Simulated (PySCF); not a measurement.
Vertical excitations of a molecule C₄H₅N from TDDFT-PBE/def2-SVPD (PySCF 2.14.0), as energy in eV (oscillator strength): 5.23 (0.000), 6.01 (0.000), 6.24 (0.001), 6.26 (0.000), 6.31 (0.029), 6.38 (0.158), 6.88 (0.000), 6.94 (0.002), 7.04 (0.035), 7.05 (0.000). Lowest triplet (TDA): 4.37 eV. Geometry optimised at B3LYP-D3(BJ)/def2-SVP. Other conformers were not sampled.

Task: Identify the compound among the candidates.
(A) C/C=C/C#N
(B) C#C/C=N/C
(C) N#CC1CC1
(D) c1cc[nH]c1

Result: D, c1cc[nH]c1
